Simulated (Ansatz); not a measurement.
System: 2H WSe2. Method: rVV10 (PAW; Ansatz, a program for electronic structure).

Settings: plane-wave cutoff 500 eV, 12×12×4 k mesh (along the axes of the cell as run), gaussian smearing 0.02 eV, no spin polarisation, scalar-relativistic PAW data made under PBE.

Cell (relaxed at this level):

```yaml
crystal:
  lattice:
    - [1.67583, -2.90263, 0.00000]
    - [1.67583, 2.90263, 0.00000]
    - [0.00000, 0.00000, 13.18136]
  atoms:
    - { symbol: W, position: [0.33333, 0.66667, 0.25000] }
    - { symbol: W, position: [0.66667, 0.33333, 0.75000] }
    - { symbol: Se, position: [0.33333, 0.66667, 0.62129] }
    - { symbol: Se, position: [0.66667, 0.33333, 0.12129] }
    - { symbol: Se, position: [0.66667, 0.33333, 0.37871] }
    - { symbol: Se, position: [0.33333, 0.66667, 0.87871] }
```

Problem. What does this level give for the band gap?

Solution. 
band gap: 0.94 eV (on the SCF k mesh)

Measured, for comparison: band gap 1.2 eV (room temperature, no zero-point or thermal correction, bulk 2H; as tabulated in Bastos et al. (2019), arXiv:1903.08112).

Spin–orbit coupling is not included.

The computed numbers hold no vibrational or temperature effects.

The result took about 120 core-seconds (a rough figure).
